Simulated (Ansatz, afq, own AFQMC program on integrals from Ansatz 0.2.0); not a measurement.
**Se, triplet: AFQMC among the cluster methods**

A free Se atom.

Basis def2-TZVPP. Noble-gas cores (and the filled d shells of Ga–Kr and In–Xe) are frozen. Ansatz 0.2.0 and our own AFQMC program on the same integrals; the CISD trial comes from CCSD amplitudes, and released means the phaseless constraint is let go. Free projection: walkers drawn from exp(T), propagated without any constraint. Its projection time is finite, and what remains of the start isn't in its error. Error bars are statistical, one sigma. No spin–orbit coupling.

Determinant: UHF, the one that the program's search chose, which needn't be the lowest solution.

Full CI on the same integrals is exact in this basis and with this determinant's frozen core.

Cautions: no relativity below Rb; no spin-orbit coupling; inner d shell frozen.

The T1 diagnostic is 0.0084. The weight of the determinant in the CISD state is 0.938 and the ⟨S²⟩ of the determinant is 2.010. The size of the correlated space is 6 electrons in 34 orbitals.

```csv
level,correlation energy (eV)
MP2,-2.7243
CCSD,-3.2411
CCSD(T),-3.3410
```

Estimate where full CI lies against CCSD(T) on the same integrals.

0.44 kcal/mol below CCSD(T).

Reference: full CI, correlation energy -3.360 eV. The released energy is read at 1.50 1/Eh (meV from the phaseless value at times in 1/Eh: -1.5 ± 1.2 at 0.24, -3.3 ± 1.0 at 0.50, -4.2 ± 0.9 at 1.00, -4.5 ± 0.8 at 1.50).

```json
{"level": "CCSD(T)", "E − E(reference) (kcal/mol)": "0.44", "share of correlation (%)": "99.43"}
{"level": "CCSDT", "E − E(reference) (kcal/mol)": "0.06", "share of correlation (%)": "99.92"}
{"level": "CCSDT(Q)", "E − E(reference) (kcal/mol)": "0.01", "share of correlation (%)": "99.99"}
{"level": "CCSDTQ", "E − E(reference) (kcal/mol)": "0.00", "share of correlation (%)": "100.00"}
{"level": "ph-AFQMC/CISD", "E − E(reference) (kcal/mol)": "0.13 ± 0.03", "share of correlation (%)": "99.83"}
{"level": "released AFQMC", "E − E(reference) (kcal/mol)": "0.03 ± 0.02", "share of correlation (%)": "99.97"}
{"level": "free AFQMC", "E − E(reference) (kcal/mol)": "-0.04 ± 0.03", "share of correlation (%)": "100.05"}
```

CCSDT and higher add their correlation energy to the determinant of the CCSD(T) run, since their own runs factorise the integrals more tightly (a shift of under 2 meV). Free projections are given only where their last times agree within the noise and don't stop above the reference; a slow remainder of the start can still hide under it. A walk keeps the symmetry of its determinant, which the program's search chose and which needn't be the lowest solution, so a lower state of the same spin and another symmetry isn't excluded. Released energies are given only where the last usable release times agree within the noise; a slower fall can still hide under it.
